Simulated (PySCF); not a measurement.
**1-Chloro-1,1-Difluoroethane (C₂H₃ClF₂): electronic excitations and core binding energies**

Aim: predict the electronic excitations and core binding energies of 1-Chloro-1,1-Difluoroethane (C₂H₃ClF₂) (`CC(F)(F)Cl`).

Programs: PySCF 2.14.0, with density-fitted response routines of our own. Each step states its level of theory. These are calculated values for one molecule in the gas phase, unless marked as measured. Atoms count from 0, in the outputs and in this text.

## 1. The starting structure

8 atoms, charge 0, multiplicity 1; geometry from: GFN2-xTB.

Bonds of the start (Å): C0–C1 1.51, C1–F2 1.35, C1–F3 1.35, C1–Cl4 1.79, C0–H5 1.09, C0–H6 1.09, C0–H7 1.09.

## 2. TDDFT and polarisability: CAM-B3LYP/def2-SVPD

The job: settings as JSON, then the geometry in Å.

```
{"job": {"kind": "uv", "xc": "CAM-B3LYP", "basis": "def2-SVPD", "nstates": 8, "ntriplets": 3}, "charge": 0, "multiplicity": 1}
C     -0.804307    -0.193710    -0.021614
C      0.647382     0.201750     0.080106
F      1.199607    -0.229451     1.230175
F      0.798119     1.539961     0.086485
Cl     1.619011    -0.453948    -1.275720
H     -0.887176    -1.276440    -0.003011
H     -1.221186     0.193351    -0.946754
H     -1.342394     0.227899     0.825768
```

Method: TDDFT CAM-B3LYP/def2-SVPD, vertical, gas phase, core orbitals frozen in the response.

**Question.** This job is followed by: delta-SCF UKS SCAN, pcX-2 on the ionised atom, pcseg-1 elsewhere, spin-free X2C. What will the session give for the following? lowest singlet (CAM-B3LYP/def2-SVPD); brightest single state of those computed; lowest triplet; C1s binding energies, SCAN/pcX-2; F1s binding energies, SCAN/pcX-2; Cl1s binding energies, SCAN/pcX-2; Cl2p binding energies, SCAN/pcX-2.

The runs gave:

```
                                quantity                        value
    lowest singlet (CAM-B3LYP/def2-SVPD)  7.64 eV (162 nm), f = 0.004
brightest single state of those computed  state 5, 9.64 eV, f = 0.177
                          lowest triplet                      6.84 eV
        C1s binding energies, SCAN/pcX-2      C1 297.41, C0 292.00 eV
        F1s binding energies, SCAN/pcX-2                 F2 693.80 eV
       Cl1s binding energies, SCAN/pcX-2               Cl4 2829.23 eV
       Cl2p binding energies, SCAN/pcX-2                Cl4 207.20 eV
```

What this shows: The lowest singlet, at 7.64 eV, is HOMO→LUMO 0.84, HOMO→LUMO+1 0.09 and is weak; of the 8 states computed, the strongest absorption comes from state 5 at 9.64 eV. The lowest triplet lies 0.80 eV below the lowest singlet (triplets in Tamm-Dancoff, singlets in full TDDFT). The C1s levels kept as sound span 5.41 eV, from C0 (methyl carbon) up to C1 (fully substituted sp3 carbon bonded to Cl and 2 F).
